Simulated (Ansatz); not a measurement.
**SiNH₃ (SMILES N[SiH]): energies and forces away from the minimum**

The task here is to estimate one member of a computed series from the others.

Computed with Ansatz 0.2.0, Gaussian basis. Level: single points with forces in def2-TZVPP.

Levels: PBE-D4, r2SCAN-D4, PBE0-D4, wB97M-V, Hartree-Fock, MP2, CCSD, CCSD(T). Each coordinate is moved by a Gaussian draw of the width named (0.7 of it for atoms other than hydrogen): 0.04, 0.06, 0.04, 0.09 Å.

Correlated methods freeze the cores.

6 further runs of the same task are left out: 6 set aside as unsound or not needed.

## The system as given

SMILES `N[SiH]`, 5 atoms, charge 0, spin multiplicity 1.

Atoms are counted from 1 here; the program's logs count them from 0.

Bond lengths: N1–Si2 1.716 Å, N1–H3 0.966 Å, N1–H4 1.010 Å, Si2–H5 1.492 Å. Angles: Si2–N1–H3 112.4°, Si2–N1–H4 104.7°, H3–N1–H4 101.3°, N1–Si2–H5 105.0°.

Coordinates:

```mol
H3NSi
  3D, bonds by distance, orders not assigned

  5  4  0  0  0  0  0  0  0  0999 V2000
   -0.2074   -0.6667    0.4289 N   0  0
    0.4737    0.9001    0.5943 Si  0  0
    0.2725   -1.2105   -0.2086 H   0  0
   -1.0805   -0.5159   -0.0567 H   0  0
    0.5916    1.4193   -0.7993 H   0  0
  1  2  8  0
  1  3  8  0
  1  4  8  0
  2  5  8  0
M  END
```

The first run:

Contents of pre/in.yaml:

```yaml
crystal:
  periodic: [false, false, false]
  atoms:
    - {symbol: N, position_ang: [-0.207400, -0.666700, 0.428900]}
    - {symbol: Si, position_ang: [0.473700, 0.900100, 0.594300]}
    - {symbol: H, position_ang: [0.272500, -1.210500, -0.208600]}
    - {symbol: H, position_ang: [-1.080500, -0.515900, -0.056700]}
    - {symbol: H, position_ang: [0.591600, 1.419300, -0.799300]}
basis:
  gaussian: {orbitals: def2-SVP}
hamiltonian: {xc: pbe, dispersion: d4}
relax: {f_tol: 0.03, max_steps: 250}
```

The command line of these runs was not kept.

Steps of the session up to this table: A first relaxation in a small basis; Finding the minimum; Reference energies at the minimum; Structure 1, width 0.04 Å; Structure 2, width 0.06 Å; Structure 3, width 0.04 Å; Structure 4, width 0.09 Å.

One table of the session follows, with a row left open; its other results are not shown here.

```
   method  RMS force component (eV/Å)  angle to CCSD(T) forces (°)  dipole (D)
   PBE-D4                           ?                            ?           ?
r2SCAN-D4                       2.253                          1.1        2.70
  PBE0-D4                       2.260                          1.2        2.62
  wB97M-V                       2.304                          1.0        2.54
  CCSD(T)                       2.386                    reference        2.55
```

Estimate the missing values for PBE-D4.

**Answer.** RMS force component (eV/Å): 2.280; angle to CCSD(T) forces (°): 5.1; dipole (D): 2.64. In the column «RMS force component (eV/Å)» it lies between PBE0-D4 (2.260) and wB97M-V (2.304).
